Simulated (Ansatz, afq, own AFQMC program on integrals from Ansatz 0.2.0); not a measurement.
PtN2, triplet in def2-SVP, levels against CCSDT(Q)

```xyz
3

Pt    0.0000    0.0000   -1.7608
N     0.0000    0.0000    0.3319
N     0.0000    0.0000    1.4289
```

Connectivity, by distances: Pt–N–N.

Basis def2-SVP with its core potentials. Noble-gas cores (and the filled d shells of Ga–Kr and In–Xe) are frozen. Ansatz 0.2.0 and our own AFQMC program on the same integrals; the CISD trial comes from CCSD amplitudes, and released means the phaseless constraint is let go. Error bars are statistical, one sigma. No spin–orbit coupling. The metal's outer-core s and p shells are frozen, which shifts wave-function levels against functionals.

Determinant: UHF, the one that the program's search chose, which needn't be the lowest solution. The geometry is a point of a scan.

No full CI on the walks' own integrals is used here; CCSDT(Q) serves as the reference and is uncertain by about the last step of the cluster series.

Cautions: no spin-orbit coupling; outer-core shells of the metal frozen; lower spins were not checked; higher spins were not checked.

* T1 diagnostic: 0.0205
* weight of the determinant in the CISD state: 0.828
* ⟨S²⟩ of the determinant: 2.026
* size of the correlated space: 20 electrons in 54 orbitals

Reference: CCSDT(Q), correlation energy -14.813 eV. The released energy is read at 2.60 1/Eh (meV from the phaseless value at times in 1/Eh: -8 ± 7 at 0.24, -33 ± 6 at 0.60, -53 ± 8 at 1.20, -45 ± 10 at 1.80, -62 ± 16 at 2.60).

```
         level  E − E(reference) (kcal/mol)  share of correlation (%)
            HF                       341.60                      0.00
           MP2                        10.39                     96.96
          CCSD                        13.34                     96.10
       CCSD(T)                         1.48                     99.57
         CCSDT                         1.41                     99.59
   ph-AFQMC/HF                  1.53 ± 1.15                     99.55
 ph-AFQMC/CISD                  0.90 ± 0.18                     99.74
released AFQMC                 -0.53 ± 0.36                    100.16
```

A walk keeps the symmetry of its determinant, which the program's search chose and which needn't be the lowest solution, so a lower state of the same spin and another symmetry isn't excluded. Released energies are given only where the last usable release times agree within the noise; a slower fall can still hide under it.
